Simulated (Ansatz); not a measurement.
For SrMoO4 (I4₁/a, No. 88), PBEsol (Ansatz, a program for electronic structure, PAW) gives:

```
Property                   Value
------------------  ------------
lattice constant a       5.382 Å
c axis length           11.903 Å
cohesive energy     6.36 eV/atom
band gap                 3.72 eV
```

Task: What does r²SCAN in Ansatz (PAW) give for the same quantities?

Result: 
- lattice constant a: 5.411 Å (goes up by 0.5 %)
- lattice parameter c: 11.986 Å (increases by 0.7 %)
- cohesive energy: 5.91 eV/atom (falls by 0.45 eV/atom)
- band gap: 4.17 eV (grows by 0.45 eV)

Changes are worked out from the printed values.

Unless a cell is named, each level is at its own relaxed cell (PBEsol 14.37, r²SCAN 14.62 Å³/atom).

Spin–orbit coupling is included only where a level's name says +SOC; with heavier elements it mostly lowers gaps and can invert bands. Density-functional gaps are differences of (generalised) Kohn–Sham levels.

Ansatz's density-functional and Hartree–Fock values are scalar-relativistic unless marked +SOC, with PAW data made under PBE.
